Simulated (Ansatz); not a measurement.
Species: C4H8, SMILES `C=C(C)C` (charge 0, multiplicity 1).

Task: Give a relaxed geometry from PBE0-D3(BJ)/def2-TZVP (Ansatz, a quantum-chemistry and plane-wave program).

Result: the end point of this relaxation (outside a Z-matrix the atoms follow the SMILES, hydrogens last).
Cartesian coordinates (Å) in one orientation:
```xyz
12

C      1.307    -0.222     0.793
C      0.182    -0.031     0.110
C     -1.031    -0.881     0.320
C      0.048     1.048    -0.916
H      1.391    -1.009     1.534
H      2.179     0.401     0.631
H     -0.864    -1.645     1.079
H     -1.322    -1.377    -0.612
H     -1.885    -0.269     0.627
H     -0.204     0.624    -1.894
H      0.965     1.628    -1.018
H     -0.767     1.733    -0.655
```
